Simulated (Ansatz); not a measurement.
A nudged elastic band was laid between two geometries of C2H7O (10 atoms, charge 1, multiplicity 1).

These are results of RKS B3LYP-D4/def2-SVP in Ansatz, not measurements.

* movable images: 5
* climbing image: yes
* spring: 50.0 eV/Å²
* optimiser: quadratic models (default)
* start path: through a guess of the saddle point
* force threshold: 0.05 eV/Å
* iteration limit: 35
* end points: relaxed

Image 0:

```xyz
10
Properties=species:S:1:pos:R:3
C -0.975 0.657 -0.516
O 0.440 0.232 -0.384
C 0.816 -0.648 0.750
H -1.604 -0.230 -0.667
H -1.006 1.343 -1.370
H -1.216 1.182 0.416
H 0.827 -0.060 -1.233
H 0.275 -1.600 0.661
H 0.541 -0.099 1.657
H 1.903 -0.776 0.685
```

Image 6:

```xyz
10
Properties=species:S:1:pos:R:3
C -0.981 0.687 -0.463
O 0.442 0.427 -0.133
C 0.782 -0.799 0.631
H -1.505 0.735 0.498
H -1.355 -0.125 -1.100
H -1.000 1.660 -0.968
H 1.039 0.575 -0.893
H 0.489 -1.680 0.045
H 0.226 -0.726 1.573
H 1.862 -0.753 0.810
```

Question: What changes between the two ends?

Answer: No bond is made or broken. The dihedral H5–C1–O2–C3 goes from 176 to -62°. The two ends are copies of one structure, up to a mirror image or an exchange of like atoms.

Question: What energy profile does the band end with?

Answer: The run converged. The highest image is number 3 of 0 to 6, 0.066 eV above the ends, which have the same energy within 2 meV. Another band between the same ends (5 images) ends at a top of the same energy, where a vibrational analysis finds 1 clearly imaginary mode. Limits of this set-up: the dipole of an ion depends on the origin.

| image | path coordinate (Å) | energy (eV) | dihedral H5–C1–O2–C3 (°) |
| --- | --- | --- | --- |
| 0 | 0.00 | 0.000 | 176 |
| 1 | 0.52 | 0.014 | -166 |
| 2 | 1.05 | 0.047 | -146 |
| 3 | 1.57 | 0.066 | -125 |
| 4 | 2.11 | 0.049 | -103 |
| 5 | 2.65 | 0.015 | -81 |
| 6 | 3.18 | 0.000 | -62 |

Question: What is the geometry of the highest image?

Answer: 
```xyz
10
Properties=species:S:1:pos:R:3
C -0.987 0.706 -0.475
O 0.439 0.330 -0.252
C 0.798 -0.766 0.680
H -1.596 -0.024 0.070
H -1.177 0.654 -1.554
H -1.108 1.721 -0.080
H 0.982 0.350 -1.062
H 0.424 -1.716 0.276
H 0.334 -0.508 1.638
H 1.891 -0.746 0.760
```

The run took 2.4 min on 1 thread of Intel(R) Xeon(R) Platinum 8488C (Sapphire Rapids), with other jobs on the host, peak memory 0.17 GiB.
